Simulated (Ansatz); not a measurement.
The same path of BClH2 + H2 (6 atoms, charge 0, multiplicity 1) was run 3 times with different band settings. Lost on the way: B1–Cl2, H5–H6. Made: B1–H5, Cl2–H6.

Theory: RKS B3LYP/def2-SVP in Ansatz.

Relaxed end points:

```xyz
6
Properties=species:S:1:pos:R:3
B -0.015 0.549 0.172
Cl -0.036 1.154 1.812
H 1.050 0.390 -0.360
H -1.066 0.320 -0.361
H 0.111 -2.624 0.426
H 0.074 -2.459 1.168
```

```xyz
6
Properties=species:S:1:pos:R:3
B 0.018 -0.263 -0.358
Cl 0.001 -0.154 2.189
H 1.040 0.364 -0.479
H -1.045 0.288 -0.490
H 0.062 -1.469 -0.353
H 0.042 -1.436 2.348
```

Common settings: optimiser quadratic models (default); start path through a guess of the saddle point; force threshold 0.05 eV/Å; iteration limit 60; end points relaxed.

| run | movable images | climbing image | spring |
| --- | --- | --- | --- |
| 1 | 5 | yes | 5.0 eV/Å² |
| 2 | 5 | yes | 50.0 eV/Å² |
| 3 | 2 | no | 5.0 eV/Å² |

Problem. What does each run give, and how far can it be trusted?

Solution. Run 1: converged after 16 iterations, highest image 1.078 eV above the first end. A vibrational analysis at the climbing image gives one clearly imaginary mode, 721i cm⁻¹: a first-order saddle point.
Run 2: converged after 11 iterations, highest image 1.078 eV above the first end. Another band between the same ends (5 images) ends at a top of the same energy, where a vibrational analysis finds 1 clearly imaginary mode.
Run 3: converged after 8 iterations, highest image 1.022 eV above the first end. No image climbed, so the highest image needn't sit at the top of the path. So few images can step over the top or miss a turn of the path.
The orbitals stay closed-shell, which can raise the energy where a bond breaks towards radicals; this wasn't checked here.
